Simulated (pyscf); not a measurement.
# Hydrogen abstraction: H₃C–Zr(Cl)(Cl)–Cl + H• → [H₂C–Zr(Cl)(Cl)–Cl]• + H₂

Gas phase, doublet surface, charge 0. Bonds broken: C1–H6. Bonds formed: H6–H9. PySCF, gas phase, ωB97X-D3(BJ)/def2-SVP geometries.

Transition state (Å):

```xyz
9

C      0.1522     0.3857    -0.7962
Zr    -1.4134    -0.9133    -0.0744
Cl    -0.9526    -3.0416    -0.9033
Cl    -3.3777    -0.0171    -0.9463
Cl    -1.2629    -0.7957     2.2467
H     -0.1794     1.5598    -0.2908
H      1.1711     0.2487    -0.3967
H      0.1905     0.6091    -1.8756
H     -0.2648     2.4847    -0.0088
```

One imaginary mode, 1504i cm⁻¹; descent along it reached the two sides named.

```json
[
 {"bond": "C1–H6", "change": "breaks", "reactant side (Å)": "1.104", "saddle": "1.321", "product side": "3.0"},
 {"bond": "H6–H9", "change": "forms", "reactant side (Å)": "3.1", "saddle": "0.971", "product side": "0.761"}
]
```

Electronic energies relative to the separated reactants (kcal/mol):

```json
[
 {"level": "ωB97X-D3(BJ)/def2-TZVP", "barrier": "9.5", "reaction energy": "-3.7", "reverse barrier": "13.1"},
 {"level": "PBE/def2-TZVP", "barrier": "3.6", "reaction energy": "-3.4", "reverse barrier": "7.0"},
 {"level": "r²SCAN/def2-TZVP", "barrier": "2.7", "reaction energy": "-7.0", "reverse barrier": "9.7"},
 {"level": "B3LYP-D3(BJ)/def2-TZVP", "barrier": "3.5", "reaction energy": "-7.4", "reverse barrier": "10.9"},
 {"level": "PBE0-D3(BJ)/def2-TZVP", "barrier": "6.3", "reaction energy": "-2.7", "reverse barrier": "9.0"},
 {"level": "M06-2X/def2-TZVP", "barrier": "10.5", "reaction energy": "-4.3", "reverse barrier": "14.8"},
 {"level": "ωB97M-D3(BJ)/def2-TZVP", "barrier": "9.2", "reaction energy": "-4.0", "reverse barrier": "13.2"},
 {"level": "HF/def2-TZVP", "barrier": "20.7", "reaction energy": "-5.6", "reverse barrier": "26.3"}
]
```

With ωB97M-D3(BJ)/def2-TZVP energies and thermal terms (ideal gas, 1 atm, RRHO with modes under 100 cm⁻¹ raised to 100, one conformer, R ln 2 for chiral ones without a mode under 150 cm⁻¹), in kcal/mol:

```
T (K)  ΔH‡   ΔG‡    ΔH     ΔG
-----  ---  ----  ----  -----
298    6.8  13.1  -5.0   -7.2
600    6.4  19.6  -4.8   -9.5
900    6.4  26.3  -5.0  -11.9
1200   6.3  32.9  -5.4  -14.1
```

One saddle was located; it need not be the lowest between these sides. The angle at the transferred H is 169°. Open-shell species with a d-block atom are single-reference here; other states, and whether the spin sits on metal or ligand, were not checked. Elements past Kr carry the def2 core potentials, without spin-orbit coupling.
